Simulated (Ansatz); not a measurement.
Reaction (atomization): `[SiH3][SiH3]` → 6 H• + 2 Si•

Calculated with Ansatz (gas phase, PBE0-D4/def2-TZVP geometries, no zero-point term in ΔE). CCSD(T)/CBS is the MP2 limit (def2-TZVPP, def2-QZVPP) plus CCSD(T) − MP2 in def2-TZVPP, frozen cores. This one scheme is used for every species, atoms too. Functionals use def2-TZVPP. Open shells (•) are unrestricted, without spin–orbit coupling. Spin–orbit coupling would lower the free atoms: a little for Si.

| level | ΔE (kJ/mol) |
| --- | --- |
| revPBE-D4 | 2174.7 |
| revPBE | 2138.5 |
| r2SCAN | 2231.5 |
| PBE0 | 2189.8 |
| r2SCAN0 | 2224.8 |
| CCSD/def2-SVP | 2091.4 |
| CCSD(T)/def2-TZVPP | 2195.1 |
| HF/def2-QZVPP | 1749.3 |

Question: What does CCSD(T)/CBS give? (Estimate.)

Answer: Ansatz gave: +2246.2 kJ/mol. The listed levels differ from it by -71.5, -107.7, -14.7, -56.4, -21.4, -154.8, -51.1, -496.9 kJ/mol.

Largest T1 diagnostic among the species: 0.013.

From r2SCAN to r2SCAN0 (25 % exact exchange), in def2-TZVPP and without D4, ΔE moves by −6.7 kJ/mol: exact exchange takes away binding that semilocal exchange gives to molecules. In def2-TZVPP, CCSD(T) changes the Hartree–Fock value by +449.5 kJ/mol (the triples alone add +11.5 kJ/mol) and MP2 by +402.0 kJ/mol; breaking electron pairs costs correlation energy, which Hartree–Fock lacks.

For atomizations the MP2-based limit and the directly extrapolated one differ by several kJ/mol either way, and by 10 to 25 for some Ge, Se and Sn compounds, so smaller differences from it don't rank the levels.
